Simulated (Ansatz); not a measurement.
Energy profile

The step: SiH₄O ([OH][SiH3]) + HCl → SiH₃Cl ([SiH3][Cl]) + H₂O; bonds formed: Si1–Cl7, O2–H6; bonds broken: Si1–O2, H6–Cl7 (atoms numbered as in the saddle structure below).

```
8
angstrom
Si -0.4846 -0.1996 -0.5269
O 0.7311 -0.3005 0.8735
H -1.0524 -1.4981 -0.0093
H 0.0480 -0.5704 -1.8493
H -1.6483 0.7028 -0.4149
H 1.1297 0.6280 0.8293
Cl 0.8640 1.8321 -0.6384
H 0.4124 -0.5943 1.7360
```

Electronic energies by CCSD(T) at an estimated basis limit (MP2 extrapolated from triple and quadruple zeta, plus CCSD(T) − MP2 in triple zeta), on PBE0-D4/def2-TZVP structures; SiH₅ClO, closed shell; no counterpoise correction. Ansatz 0.2.0; basis: def2-TZVPP and def2-QZVPP; cores frozen in the correlated methods. Extrapolation: Hartree–Fock as exp(−7.88 √X), correlation as X^−2.97.

Question: Give the profile in kJ/mol, counted from the separated reactants. (Judge from chemistry; the value comes from the calculation.)

Answer: By the calculation:
| point | kJ/mol |
| --- | --- |
| separated: SiH₄O (linked as [OH][SiH3]; Si1, O2, H3, H4, H5, H8; singlet) + HCl (H6, Cl7; singlet) | 0.0 |
| start structure | -20.4 |
| saddle | 73.9 |
| end structure | -22.5 |
| separated: SiH₃Cl (linked as [SiH3][Cl]; Si1, H3, H4, H5, Cl7; singlet) + H₂O (O2, H6, H8; singlet) | -10.7 |

No T1 diagnostic of these runs exceeds 0.011.

Hydrogen chloride, the by-product of chloride precursors, can attack films and sites by steps of this kind.

For scale, one of the runs: CCSD(T)/def2-TZVPP, 185 basis functions, launched by `ansatz run in.yaml --threads 2 --pin off --events-out ev --progress --plain --max-ram 4352MiB`. The run took 36 s on 2 CPU threads of an Arm Neoverse V2 (shared host), with 1.8 GiB of host memory at its peak.
